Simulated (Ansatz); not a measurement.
Z-matrix (Å, degrees):
```
C
Al 1 1.936
Al 1 1.936 2 118.4
H 1 1.097 2 107.0 3 121.0
H 1 1.097 2 107.0 3 -120.9
H 2 1.589 1 120.1 3 89.4
H 2 1.589 1 120.1 3 -89.3
H 3 1.589 1 120.1 2 89.5
H 3 1.589 1 120.1 2 -89.2
```

Charge 0, multiplicity 1.

List the PBE0/def2-TZVPP orbital energies in eV (the Gaussian-basis code of Ansatz). (An estimate is asked.)

Computed: Occupied: -1527.60, -1527.60, -277.58, -113.49, -113.49, -73.63, -73.63, -73.40, -73.40, -73.40, -73.40, -18.85, -11.66, -11.43, -11.35, -8.90, -8.39, -8.32, -7.88. Lowest empty: -1.77, -0.78, 0.17, 1.05, 1.64, 1.82, 2.18, 2.34.
